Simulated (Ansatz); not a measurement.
Geometry optimisation, RHF/cc-pVDZ in Ansatz.

Input:

```yaml
crystal:
  periodic: [false, false, false]
  atoms:
    - { symbol: Al, position_ang: [0.0, 0.0, 0.0] }
    - { symbol: F, position_ang: [0.0, 0.0, 1.69] }
    - { symbol: H, position_ang: [1.351, 0.0, -0.78] }
    - { symbol: C, position_ang: [-1.706, 0.0, -0.985] }
    - { symbol: H, position_ang: [-2.2662, -0.9305, -0.7558] }
    - { symbol: H, position_ang: [-2.3102, 0.8797, -0.6796] }
    - { symbol: H, position_ang: [-1.5043, 0.0508, -2.0753] }
basis:
  gaussian: { orbitals: cc-pVDZ }
hamiltonian:
  xc: hf
relax:
  f_tol: 0.02
  max_steps: 40
```

Launched with:

```bash
$ ansatz run input.yaml --threads 1 --pin off --max-ram 2048MiB --backend cpu --events-out ev --progress --plain --runs-dir out
```

Q: Where does it end, and by what steps?

A: It converged. After 5 steps the energy has fallen by 0.052 eV; H3 moved furthest, 0.13 Å.

| step | energy less start (eV) | largest force component (eV/Å) | accepted |
| --- | --- | --- | --- |
| 0 | 0.0000 | 0.557 | yes |
| 1 | -0.0474 | 0.135 | yes |
| 2 | -0.0513 | 0.048 | yes |
| 3 | -0.0517 | 0.087 | yes |
| 4 | -0.0516 | 0.051 | no |
| 5 | -0.0520 | 0.002 | yes |

```xyz
7
Properties=species:S:1:pos:R:3
Al 0.015 0.001 -0.049
F -0.017 -0.004 1.635
H 1.453 0.002 -0.695
C -1.706 0.002 -0.986
H -2.277 -0.902 -0.744
H -2.318 0.855 -0.674
H -1.588 0.046 -2.072
```

Whether the end is a true minimum wasn't checked by a vibrational analysis.

Run time: 14 s on 1 thread of AMD EPYC 7R43 64-Core Processor (Zen 3), on a shared host, peak memory 0.13 GiB.
